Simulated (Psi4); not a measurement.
# CClF3 (SMILES FC(F)(F)Cl) at TPSS/cc-pVDZ (density fitting)

Wanted: molecular dynamics of CClF3. Input form: an ASE script.

The results are computed with Psi4 1.11.

### Step 1. The structure to begin with

The species is CClF3 (5 atoms), meant as a singlet with charge 0. SMILES: `FC(F)(F)Cl`. The shape is that of a PBE0-D4/def2-TZVP (4 decimals) optimisation. The run starts from this shape.

Bond lengths: F1–C2 1.322 Å, C2–F3 1.322 Å, C2–F4 1.322 Å, C2–Cl5 1.756 Å. Angles: F1–C2–F3 108.7°, F1–C2–F4 108.7°, F1–C2–Cl5 110.2°, F3–C2–F4 108.7°, F3–C2–Cl5 110.2°, F4–C2–Cl5 110.2°.

### Step 2. Molecular dynamics at TPSS/cc-pVDZ (density fitting)

Input file cclf3.sdf:

```

     RDKit          3D

  5  4  0  0  0  0  0  0  0  0999 V2000
    0.2137    0.0191    1.3261 F   0  0  0  0  0  0  0  0  0  0  0  0
   -0.0022   -0.0825    0.0261 C   0  0  0  0  0  0  0  0  0  0  0  0
   -1.2496   -0.4746   -0.1671 F   0  0  0  0  0  0  0  0  0  0  0  0
    0.8117   -0.9990   -0.4685 F   0  0  0  0  0  0  0  0  0  0  0  0
    0.2763    1.4633   -0.7580 Cl  0  0  0  0  0  0  0  0  0  0  0  0
  2  1  1  0
  3  2  1  0
  4  2  1  0
  5  2  1  0
M  END
$$$$
```

Input file run.py:

```python
import numpy as np
from ase.calculators.psi4 import Psi4
from ase.io import read
from ase import units
from ase.md.velocitydistribution import MaxwellBoltzmannDistribution, Stationary
from ase.md.verlet import VelocityVerlet

atoms = read('cclf3.sdf')
calc = Psi4(atoms=atoms, method='tpss', basis='cc-pVDZ', memory='1600MB', num_threads=1, charge=0, multiplicity=1, label='calc', reference='rks')
atoms.calc = calc

MaxwellBoltzmannDistribution(atoms, temperature_K=100.0, rng=np.random.default_rng(650))
Stationary(atoms)
dyn = VelocityVerlet(atoms, 1.0 * units.fs)
def show():
    ep, ek = atoms.get_potential_energy(), atoms.get_kinetic_energy()
    print(f'step {dyn.nsteps:3d}  Epot {ep:14.6f}  Ekin {ek:9.6f}  Etot {ep + ek:14.6f} eV  T {atoms.get_temperature():7.1f} K')
dyn.attach(show)
dyn.run(40)
```

Command:

```
$ python run.py
```

calc.dat:

```text
[...]
  Running in c1 symmetry.
[...]
  Nuclear repulsion =  247.345992418287210
[...]
  Multiplicity = 1
[...]
  Nalpha       = 25
  Nbeta        = 25
[...]
    Number of basis functions: 74
[...]
   @DF-RKS iter   1:  -797.83741473588827   -2.81274e-02   6.07963e-03 ADIIS/DIIS
[...]
   @DF-RKS iter  10:  -797.90096312525304   -1.23919e-11   7.65303e-09 DIIS
[...]
    Orbital Energies [Eh]
    ---------------------
    Doubly Occupied:
       1A   -101.032756     2A    -24.484783     3A    -24.482010
       4A    -24.481000     5A    -10.298067     6A     -9.272623
       7A     -7.053847     8A     -7.041368     9A     -7.041295
      10A     -1.268181    11A     -1.179965    12A     -1.174258
      13A     -0.821188    14A     -0.651518    15A     -0.563353
      16A     -0.561042    17A     -0.533372    18A     -0.430684
      19A     -0.428049    20A     -0.396333    21A     -0.392801
      22A     -0.373436    23A     -0.367649    24A     -0.309052
      25A     -0.308237
[...]
  @DF-RKS Final Energy:  -797.90096312525304
   => Energetics <=
    Nuclear Repulsion Energy =            247.3459924182872101
    One-Electron Energy =               -1596.1698323403875293
    Two-Electron Energy =                 616.0589670564177140
    DFT Exchange-Correlation Energy =     -65.1360902595702811
    Empirical Dispersion Energy =           0.0000000000000000
    VV10 Nonlocal Energy =                  0.0000000000000000
    Total Energy =                       -797.9009631252530426
[...]
 Multipole Moments:
 ------------------------------------------------------------------------------------
     Multipole            Electronic (a.u.)      Nuclear  (a.u.)        Total (a.u.)
 ------------------------------------------------------------------------------------
 L = 1.  Multiply by 2.5417464519 to convert [e a0] to [Debye]
 Dipole X            :         -0.1442814            0.1575280            0.0132467
 Dipole Y            :         -0.8322888            0.8585206            0.0262318
 Dipole Z            :          0.4872615           -0.4822359            0.0050256
 Magnitude           :                                                    0.0298134
[...]
  -Total Gradient:
     Atom            X                  Y                   Z
    ------   -----------------  -----------------  -----------------
       1       -0.009554616993    -0.006166525661    -0.013956008613
       2        0.003035965135     0.004428179385     0.003742332527
       3        0.012205339162    -0.004821634446     0.008331947442
       4       -0.008800057567    -0.000574236315     0.004469201607
       5        0.002801999672     0.007197734970    -0.002510233860
[...]
```

Run time: 5.7 min. Hardware: 1 thread of Intel Xeon Platinum 8488C (Sapphire Rapids), shared host; peak memory 1.5 GiB.

The path in brief:

| step | potential energy change (eV) | largest force (eV/Å) |
| --- | --- | --- |
| 0 | 0.0000 | 1.1350 |
| 2 | 0.0081 | 1.3766 |
| 4 | 0.0101 | 1.4365 |
| 6 | 0.0059 | 1.2860 |
| 8 | -0.0020 | 1.2314 |
| 10 | -0.0094 | 1.1688 |
| 12 | -0.0119 | 1.0479 |
| 14 | -0.0084 | 0.8814 |
| 16 | -0.0008 | 0.9712 |
| 18 | 0.0085 | 1.2249 |
| 20 | 0.0161 | 1.3680 |
| 22 | 0.0186 | 1.3937 |
| 24 | 0.0148 | 1.2936 |
| 26 | 0.0066 | 1.0788 |
| 28 | -0.0029 | 0.8188 |
| 30 | -0.0129 | 0.9079 |
| 32 | -0.0188 | 1.0107 |
| 34 | -0.0220 | 1.0410 |
| 36 | -0.0227 | 0.9265 |
| 38 | -0.0193 | 0.9400 |
| 40 | -0.0112 | 0.9257 |

### Step 3. What came out

At TPSS/cc-pVDZ (density fitting):

| quantity | value |
| --- | --- |
| potential energy of the last frame | -797.90096 Eh |
